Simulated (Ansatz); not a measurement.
# C₃H₃NO: vertical ionisation energy

One table from this session's results is given with a row withheld; the runs are named, their logs left out.

Method: unrestricted cation, the program's frozen cores in correlated methods; program: Ansatz 0.2.0, Gaussian basis.

The runs, in order: UKS PBE-D4/def2-TZVPP; UKS r2SCAN-D4/def2-TZVPP; UKS PBE0-D4/def2-TZVPP; UKS B3LYP-D4/def2-TZVPP; UKS wB97X-V/def2-TZVPP; UKS wB97M-V/def2-TZVPP; UKS B2PLYP/def2-TZVPP; UHF-CCSD(T)/def2-TZVPP; UHF-MP2/def2-QZVPP; extrapolation to the limit; then −ε(HOMO) from the neutral's earlier runs with LDA (SPW92), PBE-D4, revPBE-D4, BLYP-D4, r2SCAN-D4, B97M-V, PBE0-D4, B3LYP-D4, r2SCANh-D4, r2SCAN0-D4, HSE06-D4, BHLYP-D4, CAM-B3LYP-D4, LC-ωPBE, ωB97X-V, ωB97M-V.

## Structure used throughout

An earlier PBE0-D4 in a triple-zeta def2 set relaxation fixed the geometry.

SMILES `CN=C=C=O`, 8 atoms, charge 0, spin multiplicity 1.

Atoms are counted from 1 here; the program's logs count them from 0.

Bond lengths: C1–N2 1.442 Å, C1–H6 1.094 Å, C1–H7 1.094 Å, C1–H8 1.094 Å, N2–C3 1.252 Å, C3–C4 1.342 Å, C4–O5 1.161 Å. Angles: N2–C1–H6 107.9°, N2–C1–H7 107.9°, N2–C1–H8 114.0°, H6–C1–H7 106.3°, H6–C1–H8 110.2°, H7–C1–H8 110.2°, C1–N2–C3 117.9°, N2–C3–C4 138.0°, C3–C4–O5 157.4°.

Set-up of the first run:

The input, in.yaml:

```yaml
crystal:
  periodic: [false, false, false]
  atoms:
    - {symbol: C, position_ang: [-0.498550, -0.968538, 0.822109]}
    - {symbol: N, position_ang: [0.537959, -0.074069, 0.368528]}
    - {symbol: C, position_ang: [0.292402, 0.656116, -0.619028]}
    - {symbol: C, position_ang: [0.920715, 1.590305, -1.349708]}
    - {symbol: O, position_ang: [1.060493, 2.380047, -2.188725]}
    - {symbol: H, position_ang: [-0.702522, -0.741021, 1.872437]}
    - {symbol: H, position_ang: [-0.097123, -1.985876, 0.801003]}
    - {symbol: H, position_ang: [-1.421175, -0.914165, 0.237586]}
basis:
  gaussian: {orbitals: def2-TZVPP}
total_charge: 1
magnetization: {spin_polarized: true, initial_magnetization: 1}
hamiltonian: {xc: pbe, dispersion: d4}
```

Among the steps run: Cation, UKS PBE-D4/def2-TZVPP; Cation, UKS r2SCAN-D4/def2-TZVPP; Cation, UKS PBE0-D4/def2-TZVPP; Cation, UKS B3LYP-D4/def2-TZVPP; Cation, UKS wB97X-V/def2-TZVPP; Cation, UKS wB97M-V/def2-TZVPP; Cation, UKS B2PLYP (frozen core)/def2-TZVPP; Cation, UHF-CCSD(T)/def2-TZVPP; Cation, UHF-MP2/def2-QZVPP.

One of the session's tables, all rows but one given; the rest of the session is left out.

Orbital estimates, from the neutral's runs:

| functional | −ε(HOMO) (eV) |
| --- | --- |
| LDA (SPW92) | 5.17 |
| PBE-D4 | 5.02 |
| revPBE-D4 | 4.95 |
| BLYP-D4 | 4.93 |
| r2SCAN-D4 | 5.24 |
| B97M-V | 5.35 |
| PBE0-D4 | ? |
| B3LYP-D4 | 6.09 |
| r2SCANh-D4 | 5.71 |
| r2SCAN0-D4 | 6.43 |
| HSE06-D4 | 5.87 |
| BHLYP-D4 | 7.47 |
| CAM-B3LYP-D4 | 7.62 |
| LC-ωPBE | 8.86 |
| ωB97X-V | 8.55 |
| ωB97M-V | 8.46 |

Estimate the missing values for PBE0-D4.

The run gave: −ε(HOMO) (eV): 6.27. In the column «−ε(HOMO) (eV)» it lies between B3LYP-D4 (6.09) and r2SCAN0-D4 (6.43).
